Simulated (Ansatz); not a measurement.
Two shapes of singlet CH₂O.

Shape 1:

```xyz
4

C     0.0255    0.0409   -0.5095
O     0.0441    0.0175    0.6891
H    -0.0199   -0.9655   -1.1654
H    -0.0242    0.9040   -1.1079
```

Shape 2:

```xyz
4

C     0.0119    0.0383   -0.5575
O     0.0829    0.0471    0.6783
H    -0.0319   -0.9824   -1.1199
H    -0.0330    0.8562   -1.1194
```

Basis set: 6-31G (spherical functions). Frozen core: 2 orbitals. Charge 0, multiplicity 1.

Computed with Ansatz (development build ahead of 0.2.0); each method stands on the lowest determinant of its kind that the runs found.

Question: Which shape is lower in energy, and by how much in each method?

Answer:

```
 method  E(2) − E(1) (eV)
    RHF             0.072
RHF-MP2             0.011
```

Shape 1 is lower.
